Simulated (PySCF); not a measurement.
**Basis set benchmark on one molecule**

Molecule: SMILES C=CP(C)C, C₄H₉P.

Geometry:
```csv
atom,x (Å),y (Å),z (Å)
C1,2.117,-0.564,-0.076
C2,0.994,-0.934,0.549
P3,-0.438,0.106,0.971
C4,-0.210,1.537,-0.170
C5,-1.761,-0.828,0.072
H6,2.949,-1.262,-0.207
H7,2.261,0.444,-0.474
H8,0.924,-1.959,0.938
H9,0.620,2.168,0.183
H10,-1.123,2.151,-0.148
H11,-0.010,1.225,-1.208
H12,-1.530,-0.967,-0.996
H13,-1.890,-1.816,0.539
H14,-2.714,-0.287,0.170
```

Geometry PBE0-D3(BJ)/def2-SVP throughout; GIAO in PySCF 2.14.0 with density-fitted response routines, gas phase, one conformer, non-relativistic; equivalent atoms averaged; functional PBE0.

Reference values (measured; solution, not stated per compound (mostly CDCl3 or CCl4); Pretsch, Buehlmann, Badertscher, Structure Determination of Organic Compounds, 4th ed. (2009)): δ(H8) = 6.23 ppm, δ(H6) = 5.51 ppm, δ(H7) = 5.39 ppm. Computed shifts are taken against TMS, calculated as an isolated molecule at each level.

Q: How do the basis sets STO-3G, 6-31G, 6-31G*, def2-SVP, 6-311+G(2d,p), def2-TZVP perform against the reference? Times are CPU seconds on 1 thread of an Arm Neoverse V1, shared host.

A: 
| basis set | functions | H8 | H6 | H7 | mean abs. error H | core-s |
| --- | --- | --- | --- | --- | --- | --- |
| STO-3G | 38 | 5.74 | 5.31 | 4.98 | 0.37 | 2.8 |
| 6-31G | 67 | 6.71 | 6.04 | 5.74 | 0.45 | 5.2 |
| 6-31G* | 92 | 6.44 | 5.64 | 5.34 | 0.13 | 6.6 |
| def2-SVP | 119 | 6.28 | 5.62 | 5.27 | 0.09 | 8.1 |
| 6-311+G(2d,p) | 197 | 6.76 | 5.75 | 5.42 | 0.27 | 17 |
| def2-TZVP | 215 | 6.76 | 5.76 | 5.43 | 0.27 | 21 |

For ¹H the closest is def2-SVP (0.09 ppm) and the furthest 6-31G (0.45 ppm). Where a smaller basis beats a larger one, errors probably cancel. One molecule is a small sample, and vibrational and solvent effects are absent from the calculation.

A small basis that lands close on one nucleus may do so by chance; judge by the trend and by all nuclei.
